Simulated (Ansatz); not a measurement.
**CH4AlCl: one species, many methods**

An exercise on one series of results from a longer session: the logs are not shown, and one member is left open.

Method: functionals in def2-TZVPP, the program's frozen cores in correlated methods; program: Ansatz 0.2.0, Gaussian basis.

The runs, in order: LDA (SPW92), PBE-D4, revPBE-D4, BLYP-D4, r2SCAN-D4, B97M-V, PBE0-D4, B3LYP-D4, r2SCANh-D4, r2SCAN0-D4, HSE06-D4, BHLYP-D4, CAM-B3LYP-D4, LC-ωPBE, ωB97X-V, ωB97M-V, B2PLYP, PBE-QIDH; CCSD(T)/def2-SVP; CCSD(T)/def2-TZVPP; MP2/def2-QZVPP; extrapolation to the limit; RPA on PBE.

### Structure used throughout

The geometry comes from an earlier relaxation with PBE0-D4 in a triple-zeta def2 set; it is a stationary point, not always the lowest conformer.

SMILES `[CH3][AlH][Cl]`, 7 atoms, charge 0, spin multiplicity 1.

Atoms are counted from 1 here; the program's logs count them from 0.

Bond lengths: C1–Al2 1.938 Å, C1–H4 1.095 Å, C1–H5 1.091 Å, C1–H6 1.095 Å, Al2–Cl3 2.105 Å, Al2–H7 1.579 Å. Angles: Al2–C1–H4 110.5°, Al2–C1–H5 112.6°, Al2–C1–H6 110.6°, H4–C1–H5 108.2°, H4–C1–H6 106.5°, H5–C1–H6 108.2°, C1–Al2–Cl3 119.4°, C1–Al2–H7 124.6°, Cl3–Al2–H7 116.1°.

Set-up of the first run:

File in.yaml:

```yaml
crystal:
  periodic: [false, false, false]
  atoms:
    - {symbol: C, position_ang: [-0.712193, 0.523037, -0.285539]}
    - {symbol: Al, position_ang: [0.857129, -0.506653, 0.197563]}
    - {symbol: Cl, position_ang: [0.695712, -2.008132, 1.663909]}
    - {symbol: H, position_ang: [-0.538844, 1.590278, -0.112359]}
    - {symbol: H, position_ang: [-1.598412, 0.225680, 0.277738]}
    - {symbol: H, position_ang: [-0.932144, 0.413779, -1.352526]}
    - {symbol: H, position_ang: [2.289851, -0.305990, -0.434588]}
basis:
  gaussian: {orbitals: def2-TZVPP}
hamiltonian: {xc: lda}
output: {orbitals: {seedname: orbitals}}
```

Among the steps run: LDA; PBE-D4 (GGA); revPBE-D4 (GGA); BLYP-D4 (GGA); r2SCAN-D4 (meta-GGA); B97M-V (meta-GGA); PBE0-D4 (hybrid); B3LYP-D4 (hybrid); r2SCANh-D4 (hybrid); r2SCAN0-D4 (hybrid); HSE06-D4 (hybrid); BHLYP-D4 (hybrid); CAM-B3LYP-D4 (range-separated); LC-ωPBE-D4 (range-separated; the results give it without D4); ωB97X-V (range-separated); ωB97M-V (range-separated); B2PLYP (double hybrid); PBE-QIDH (double hybrid).

One of the session's tables, all rows but one given; the rest of the session is left out.

It belongs to the step «Orbital energies across the functionals». 

```
  functional  HOMO (eV)  gap (eV)
 LDA (SPW92)          ?         ?
      PBE-D4      -6.92      5.02
   revPBE-D4      -6.88      5.10
     BLYP-D4      -6.80      5.01
   r2SCAN-D4      -7.23      5.68
      B97M-V      -7.31      5.57
     PBE0-D4      -8.21      7.09
    B3LYP-D4      -7.99      6.65
  r2SCANh-D4      -7.70      6.41
  r2SCAN0-D4      -8.41      7.49
    HSE06-D4      -7.81      6.32
    BHLYP-D4      -9.42      9.05
CAM-B3LYP-D4      -9.59      9.38
     LC-ωPBE     -10.98     11.88
     ωB97X-V     -10.61     11.38
     ωB97M-V     -10.42     10.90
```

**Question.** Estimate the row for LDA (SPW92).

**Answer.** HOMO (eV): -7.01; gap (eV): 4.87. In the column «HOMO (eV)» it lies between r2SCAN-D4 (-7.23) and PBE-D4 (-6.92).
